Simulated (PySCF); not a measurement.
One of the candidates below gave these computed data.

All candidates are C3H4Cl2.

| technique | computed result |
| --- | --- |
| 13C NMR | chemical shifts (computed TMS as zero) by class: 146.4 (1 C), 112.6 (1 C), 52.9 (1 C) ppm [GIAO KT2/pcSseg-2] |
| Rotational structure | rotational constants A, B, C: 8.304, 1.505, 1.284 GHz [PBE0-D3(BJ)/def2-SVP] |
| UV, first state | lowest singlet excitation: 6.55 eV (189 nm, f = 0.000) [TDDFT CAM-B3LYP/def2-SVPD] |
| UV, strongest line | among the 10 lowest singlet transitions: S2 at 6.86 eV (181 nm, f = 0.261) [TDDFT CAM-B3LYP/def2-SVPD] |
| 1H NMR | chemical shifts (computed TMS as zero) by class: 5.93 (1 H), 5.47 (1 H), 4.18 (2 H) ppm [GIAO KT2/pcSseg-2] |
| XPS | Cl2p3/2 206.4, Cl2p3/2 206.5, C1s 290.7, C1s 292.6, C1s 292.9, Cl1s 2829.0, Cl1s 2829.2 eV [ΔSCF SCAN, pcX-2 on the ionised atom, pcseg-1 elsewhere, spin-free X2C, 2p3/2 from a spin–orbit splitting computed afterwards within the 2p shell] |

The electronic properties come from PySCF, for the isolated species, density fitting. Levels stand in brackets. The structure is a single PBE0-D3(BJ)/def2-SVP conformer in the gas phase; no vibrational or solvent corrections. NMR values are class means; diastereotopic atoms form classes of their own.

Question: Which candidate is it?
A. `C/C(Cl)=C\Cl`
B. `C=C(Cl)CCl`
C. `C=CC(Cl)Cl`
D. `ClC1(Cl)CC1`

Answer: B. It is `C=C(Cl)CCl`. Numbering: `[CH2:1]=[C:2]([Cl:3])[CH2:4][Cl:5]`. Its formula, C3H4Cl2, gives 1 degree of unsaturation: 0 rings and 1 π bond in the structure found. 3 carbons fall into 3 classes; from least to most shielded: vinylic C–Cl carbon [C2] (146.4 ppm), terminal =CH2 carbon [C1] (112.6 ppm), sp3 C–Cl carbon [C4] (52.9 ppm). Hydrogen classes from least to most shielded: 1 H on a terminal =CH2 carbon, C1 (5.93 ppm), 1 H on a terminal =CH2 carbon, C1 (5.47 ppm), 2 H on an sp3 C–Cl carbon, C4 (4.18 ppm). The core levels belong to: Cl2p3/2 206.4 eV, alkyl chlorine [Cl5]; Cl2p3/2 206.5 eV, vinyl chlorine [Cl3]; C1s 290.7 eV, terminal =CH2 carbon [C1]; C1s 292.6 eV, vinylic C–Cl carbon [C2]; C1s 292.9 eV, sp3 C–Cl carbon [C4]; Cl1s 2829.0 eV, alkyl chlorine [Cl5]; Cl1s 2829.2 eV, vinyl chlorine [Cl3]. The hole state at 292.6 eV has ⟨S²⟩ = 0.83 against 0.75, so that value is less sure. The optimised geometry has point group Cs and is an asymmetric top.

The others, at the same levels:
- `C/C(Cl)=C\Cl` fails: its computed core binding energies are Cl2p3/2 206.4, Cl2p3/2 206.5, C1s 291.5, C1s 291.9, C1s 292.3, Cl1s 2829.0, Cl1s 2829.2 eV and rotational constant A is 7.667 GHz (against 8.304 GHz).
- `ClC1(Cl)CC1` fails: it has 2 carbon classes against 3; its computed 13C shifts are 75.7 (1 C), 26.2 (2 C) ppm, core binding energies are Cl2p3/2 206.3 (×2), C1s 291.5 (×2), C1s 293.7, Cl1s 2828.9 (×2) eV and 1H shifts are 1.40 (4 H) ppm.
- `C=CC(Cl)Cl` fails: its computed core binding energies are Cl2p3/2 206.2 (×2), C1s 291.0, C1s 291.4, C1s 294.0, Cl1s 2828.8 (×2) eV, lowest singlet excitation is 6.79 eV (183 nm, f = 0.006) (against 6.55 eV) and rotational constant A is 3.155 GHz (against 8.304 GHz).

Each candidate is one conformer, not necessarily the lowest. The conformers computed, where there is a choice (atom-mapped SMILES and torsion angles):
- `[CH2:1]=[C:2]([Cl:3])[CH2:4][Cl:5]`: C1–C2–C4–Cl5 0°
- `[CH2:1]=[CH:2][CH:3]([Cl:4])[Cl:5]`: C1–C2–C3–Cl4 118°
